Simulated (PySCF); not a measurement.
Start geometry of `C(C)/C=C\C=C` from MMFF94s (Å):
```
atom  x, y, z in Å
C1     2.9886   -0.6324    0.1890
C2     1.7045   -0.3927   -0.1032
C3     0.9390    0.6485    0.5392
C4    -0.3439    0.9614    0.2974
C5    -1.2853    0.3424   -0.6963
C6    -2.4038   -0.4160    0.0016
H7     3.5327   -0.0530    0.9279
H8     3.5282   -1.4275   -0.3159
H9     1.2201   -1.0126   -0.8518
H10    1.4613    1.2276    1.3009
H11   -0.7721    1.7762    0.8814
H12   -0.7732   -0.3294   -1.3908
H13   -1.7181    1.1435   -1.3071
H14   -2.9775    0.2416    0.6636
H15   -3.0941   -0.8356   -0.7372
H16   -2.0065   -1.2420    0.6012
```

Task: What comes out of this run: PBE0-D3(BJ)/def2-SVP geometry optimisation, gas phase (PySCF 2.14.0)?

Result: 
```
atom  x, y, z in Å
C1     3.011   -0.610    0.128
C2     1.721   -0.360   -0.142
C3     0.941    0.676    0.515
C4    -0.353    0.972    0.290
C5    -1.291    0.301   -0.662
C6    -2.423   -0.434    0.053
H7     3.558   -0.027    0.876
H8     3.561   -1.400   -0.388
H9     1.217   -0.970   -0.899
H10    1.478    1.267    1.266
H11   -0.793    1.781    0.886
H12   -0.751   -0.396   -1.321
H13   -1.727    1.070   -1.325
H14   -2.991    0.247    0.707
H15   -3.130   -0.873   -0.667
H16   -2.029   -1.245    0.684
```

The energy falls by 0.025 eV over 7 energy and gradient evaluations, the largest force component goes from 0.0101 to 2.0e-04 Eh/bohr, and the atoms move by 0.038 Å rms after alignment. Among the bonds, C2–C3, C1–H7, C2–H9 and C5–H13 change most and about equally (+0.009 to +0.010 Å). Bonds longer at the end by more than 0.005 Å: 12 of 15; shorter: 1. Rotational constants go from 9532, 1613, 1492 to 9499, 1598, 1478 MHz. The orientation of the end geometry is arbitrary; only internal coordinates are fixed.

The run used 134 basis functions and 44 SCF cycles in all. The force-field search had found conformers at 0.0, 3.7 kcal/mol (up to eight listed); the lowest was the start.

Whether it is a minimum is left open (no frequencies). The numbers are those of one conformer.
